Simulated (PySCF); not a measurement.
H₂N, SMILES [NH2] (connectivity only; charge and spin as stated), charge -1, multiplicity 1. Atoms are numbered in the order given.

```xyz
3

N      0.0000     0.0000    -0.1453
H      0.0000    -0.7960     0.5086
H      0.0000     0.7960     0.5086
```
Charge -1, spin multiplicity 1.

Coordinates come from a r2SCAN-D4/def2-TZVPD optimisation. The multiplicity is an assumed one; other spin states were not compared. The isomer is the one that the SMILES or the coordinates give; other isomers of the formula were not compared.

Level of theory: ωB97X/def2-TZVPD run with PySCF.

Mulliken values depend strongly on the basis, most of all with diffuse functions as here. ESP charges are fitted to the potential on shells at 1.4 to 2.0 van der Waals radii. Atomic charges (e):

| atom | meta-Löwdin | ESP fit | Mulliken |
|---|---|---|---|
| N1 | -1.09 | (withheld) | -0.51 |
| H2 | 0.04 | (withheld) | -0.25 |
| H3 | 0.04 | (withheld) | -0.25 |

Some entries are withheld; supply them. (The exact figures need the calculation; the answer reports its results.)


- N1, ESP fit: -1.33
- H2, ESP fit: 0.16
- H3, ESP fit: 0.16
